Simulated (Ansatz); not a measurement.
**PS (doublet): the correlation ladder, def2-QZVPP**

One table from this session's results is given with a row withheld; the runs are named, their logs left out.

Program: Ansatz 0.2.0, Gaussian basis. Level of theory: def2-QZVPP, core rule «outside noble gas», up to 10 orbitals frozen. These are calculated values, not measurements.

Plan: UHF; ROHF; CCSD(T) on UHF.

## What is computed

The geometry is a PBE0/def2-TZVP stationary point (not a proven minimum) of the parent state, kept for this charge and spin.

2 atoms, charge 0, spin multiplicity 2.

Atoms are counted from 1 here; the program's logs count them from 0.

Bond lengths: P1–S2 2.137 Å.

The first run:

The input, in.yaml:

```yaml
crystal:
  periodic: [false, false, false]
  atoms:
    - {symbol: P, position_ang: [0.000000, 0.000000, 0.000000]}
    - {symbol: S, position_ang: [0.000000, 0.000000, 2.137000]}
basis:
  gaussian: {orbitals: "def2-QZVPP.json"}
magnetization: {spin_polarized: true, initial_magnetization: 1}
hamiltonian: {xc: hf}
output: {orbitals: {seedname: orbitals}}
```

The run is started by

```
$ ansatz run in.yaml --threads 1 --pin off --events-out ev --progress --plain --max-ram 2393MiB
```

Steps of the session up to this table: UHF; ROHF; CCSD(T) on UHF.

One of the session's tables, all rows but one given; the rest of the session is left out.

It belongs to the step «Misses and costs». 

| method | from UCCSD(T) (meV) |
| --- | --- |
| ROHF | ? |
| UHF | +9274.4 |
| UMP2 | +1883.9 |
| UCCSD | +640.5 |
| UCCSD(T) | 0 |

Q: Estimate the row for ROHF from the others.

The run gave: from UCCSD(T) (meV): +10146.2. In the column «from UCCSD(T) (meV)» it is the highest.

Caveats from the session: The determinant is far from a pure spin state, so its energy mixes those of several spin states (harmless only where they are near-degenerate, as at dissociation).
